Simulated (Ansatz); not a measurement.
We consider 2H WS₂, described by LDA (PAW; Ansatz, a quantum-chemistry and plane-wave program).

Numerical settings: plane-wave cutoff 520 eV, 12×12×4 k mesh (along the axes of the cell as run), perturbation theory, no spin polarisation, scalar-relativistic PAW data made under PBE.

Computed at the level's own relaxed cell.

Question: What does this level give for the high-frequency dielectric constant (mean over three axes) and static dielectric constant (mean over three axes)?

Answer: 
high-frequency dielectric constant (mean over three axes): 11.6
static dielectric constant (mean over three axes): 11.7

Spin–orbit coupling is not included.

It cost roughly 30 core-minutes of CPU time.
